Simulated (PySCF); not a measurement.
Compound: SO2.
InChI=1S/O2S/c1-3-2

The closed-shell ground state was solved at several levels (PySCF, density fitting, gas phase, non-relativistic). Isolated species at its PBE0-D3(BJ)/def2-TZVP geometry, gas phase.

```json
{"level": "PBE0/aug-cc-pVTZ", "basis functions": "142", "HOMO (eV)": "-9.59", "LUMO (eV)": "-3.51", "gap (eV)": "6.08", "dipole (D)": "1.68"}
{"level": "PBE0/pcSseg-2", "basis functions": "115", "HOMO (eV)": "-9.55", "LUMO (eV)": "-3.42", "gap (eV)": "6.13", "dipole (D)": "1.80"}
{"level": "wB97X-D/pcSseg-2", "basis functions": "115", "HOMO (eV)": "-11.49", "LUMO (eV)": "-1.58", "gap (eV)": "9.91", "dipole (D)": "1.85"}
{"level": "KT3/pcSseg-2", "basis functions": "115", "HOMO (eV)": "-8.09", "LUMO (eV)": "-4.37", "gap (eV)": "3.72", "dipole (D)": "1.63"}
{"level": "B97-2/pcSseg-2", "basis functions": "115", "HOMO (eV)": "-9.27", "LUMO (eV)": "-3.51", "gap (eV)": "5.76", "dipole (D)": "1.78"}
{"level": "wB97X-D/aug-cc-pVTZ", "basis functions": "142", "HOMO (eV)": "-11.52", "LUMO (eV)": "-1.65", "gap (eV)": "9.87", "dipole (D)": "1.71"}
```

(1) What might CAM-B3LYP/aug-cc-pVTZ (142 basis functions) give for the same quantities?

(2) Over all these levels, which gives the widest orbital gap and which the narrowest?

(3) In the pcSseg-2 basis, how does the gap go with the fixed share of exact exchange?

(4) How far do the dipole and the HOMO energy spread over the levels?

## Answers

(1) HOMO -11.10 eV, LUMO -2.35 eV, gap 8.75 eV, dipole 1.79 D.

(2) wB97X-D/pcSseg-2 (range-separated hybrid) has the widest, 9.91 eV, and KT3/pcSseg-2 (GGA) the narrowest, 3.72 eV. The two share the basis. From the narrowest to the widest the HOMO moves by -3.40 eV and the LUMO by +2.79 eV.

(3) KT3 (0 %) 3.72 eV; B97-2 (21 %) 5.76 eV; PBE0 (25 %) 6.13 eV. Each rise in the share widens the gap here.

(4) The dipole runs from 1.63 to 1.85 D (mean 1.75 D) and the HOMO from -11.52 to -8.09 eV.
